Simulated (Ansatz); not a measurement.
This geometry of C$_{2}$H$_{3}$NO (7 atoms, charge 0, multiplicity 1) is a first-order saddle point.

Theory: Ansatz, RKS PBE-D4/def2-SVP.

```xyz
7
Properties=species:S:1:pos:R:3
N -0.827 1.332 -0.084
C -0.191 0.160 -0.004
C 0.552 -0.830 0.037
O 0.857 -2.114 0.178
H -1.190 1.682 -0.970
H -0.959 1.924 0.736
H 1.820 -2.222 0.061
```

Which two structures does it join? (They come from a converged band through this point; their orientation in space is the band's.)

No bond is made or broken. The height of N1 over the plane of its neighbours goes from 0.27 to -0.24 Å.

Image 0:

```xyz
7
Properties=species:S:1:pos:R:3
N -0.606 1.467 -0.133
C -0.132 0.206 -0.018
C 0.493 -0.855 0.048
O 0.773 -2.141 0.192
H -1.213 1.645 -0.938
H -0.988 1.881 0.723
H 1.735 -2.271 0.080
```

Image 10:

```xyz
7
Properties=species:S:1:pos:R:3
N -1.011 1.242 -0.046
C -0.261 0.123 0.011
C 0.506 -0.842 0.044
O 0.933 -2.091 0.163
H -1.118 1.687 -0.962
H -0.890 1.924 0.709
H 1.901 -2.110 0.036
```

How far does it lie above each of them?

2.4 kJ/mol above the first and 1.5 kJ/mol above the second. This is the barrier of this one path; another mechanism may lie lower.

Run time: 9.1 min on 1 thread of Intel(R) Xeon(R) Processor @ 2.50GHz (Skylake/Cascade Lake), on a shared host, peak memory 0.13 GiB.
